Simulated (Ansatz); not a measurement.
# Zn (Zn, hcp): the cost of one run

Program: Ansatz 0.2.0. Level of theory: DFT revPBE, plane waves (420 eV) with PAW, scalar-relativistic; the PAW data stem from PBE, with regenerated cores. These are calculated values, not measurements.

## (1) The structure to begin with

It takes space group P6_3/mmc (No. 194, hexagonal). The conventional cell has a = 2.665 Å, b = 2.665 Å, c = 4.947 Å, α = 90.00°, β = 90.00°, γ = 120.00°. Zn (site symmetry -6m2) is surrounded by 12 Zn at 2.66 to 2.91 Å.

Structure file:

```
CELL_PARAMETERS angstrom
2.66480 0.00000 0.00000
-1.33240 2.30778 0.00000
0.00000 0.00000 4.94670
ATOMIC_POSITIONS crystal
Zn 0.33333 0.66667 0.25000
Zn 0.66667 0.33333 0.75000
```

## (2) Geometry optimisation

File input.yaml:

```yaml
crystal:
  lattice:
    - [2.6647980532, 0.0, 0.0]
    - [-1.3323990266, 2.30778281, 0.0]
    - [0.0, 0.0, 4.9467]
  atoms:
    - { symbol: Zn, position: [0.3333333333, 0.6666666667, 0.25] }
    - { symbol: Zn, position: [0.6666666667, 0.3333333333, 0.75] }
hamiltonian:
  xc: revpbe
  pseudopotentials:
    kind: paw
    azcp:
      Zn: "pseudopotentials/Zn.paw.azcp"
basis:
  ecutwfc: 420
  fft_grid_basis: typed
kpoints:
  mp_grid: { grid: [13, 13, 7], shift: [0, 0, 0] }
magnetization:
  spin_polarized: false
scf:
  occupations: { method: fermi_dirac, width: 0.1 }
relax:
  max_steps: 60
  f_tol: 0.01
  cell: {}
```

Q: Estimate wall time and peak memory on 1 thread of an x86-64 CPU, shared host.

About 15 s, with a peak of 0.54 GiB.
